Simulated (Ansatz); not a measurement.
`C#CC=S` + H₂S → `S=CS` + `C#C` at 298.15 K and 1 bar (substitution at a C–C bond).

Program: Ansatz. Geometries: PBE0-D4/def2-TZVP. ΔE: electronic, gas phase. CBS: MP2 limit from def2 TZ/QZ plus the TZ coupled-cluster correction, frozen cores. This one scheme is used for every species. One conformer a species, not always the lowest.

```tsv
species	CCSD(T)/CBS energy (Eh)	H − E (kJ/mol)	S (J/(mol·K))
`C#CC=S`	-513.03211	106.7	284.3
H₂S	-398.97279	49.9	205.7
`S=CS`	-834.77767	81.1	274.5
`C#C`	-77.22717	80.8	200.2
```

H − E and S are ideal-gas, rigid-rotor, harmonic terms from PBE0-D4/def2-TZVP, for one conformer and one mirror image of each species. 1 Eh = 2625.50 kJ/mol, R = 8.31446 J/(mol·K).

Task: By hand: ΔE, ΔH, ΔS and ΔG.

Result: ΔE = (-834.77767) + (-77.22717) − (-513.03211) − (-398.97279) = 0.00006 Eh = 0.2 kJ/mol. Δ(H − E) = 81.1 + 80.8 − 106.7 − 49.9 = 5.3, so ΔH = 5.5 kJ/mol. ΔS = 274.5 + 200.2 − 284.3 − 205.7 = -15.3 J/(mol·K). ΔG = 5.5 − 298.15 × (-15.3)/1000 = 10.1 kJ/mol.

Task: By hand: the equilibrium constant, and the temperature at which ΔG would vanish if ΔH and ΔS stayed fixed.

Result: log₁₀ K = −ΔG/(RT ln 10) = -1.8. ΔH and −TΔS have one sign here, so there is no such temperature.

TΔS isn't small against ΔH here. A doubt of 5 kJ/mol in ΔE shifts log₁₀ K by 0.9 here. Other conformers and mirror images would add mixing entropy, several J/(mol·K) or more a flexible species. These are equilibria of isolated gas molecules and say nothing of rates. Largest T1 diagnostic: 0.018 (customary marks: 0.02 for closed shells, 0.045 for open ones).
